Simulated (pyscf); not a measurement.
Routes from H₃Si–PH• + silyl (SiH₃•)

Candidate steps break at most two bonds and form at most two. Each was searched with GFN2-xTB (tblite) first. Optimised with ωB97X-D3(BJ)/def2-SVP in PySCF. Correlated levels are frozen-core, on RHF or UHF. ΔMP2 is the change of the MP2 total energy from the triple- to the quadruple-zeta basis. Energies: CCSD(T)/def2-TZVPP + ΔMP2(QZVPP), kcal/mol, from the separated reactants, triplet surface; ΔG‡ with ideal gas, 1 atm, RRHO with modes under 100 cm⁻¹ raised to 100, one conformer, R ln 2 for chiral ones without a mode under 150 cm⁻¹.

| products | type | ΔE‡ | ΔE | ΔG‡ 298 K | ΔG‡ 900 K | ν‡ (cm⁻¹) |
|---|---|---|---|---|---|---|
| PH [triplet] + H₃Si–SiH₃ | substitution at Si | 7.5 | -11.4 | 17.6 | 37.1 | 553i |
| H₃Si–SiH₂–PH• + H• | substitution at Si | 18.8 | +16.2 | 27.0 | 46.2 | 477i |

Plain bond fissions and candidates not yet searched are not listed, and one of them may be faster. Each barrier is that of the saddle found; lower ones may exist. The CCSD(T) − MP2 part came from Ansatz, without density fitting, on the same reference.
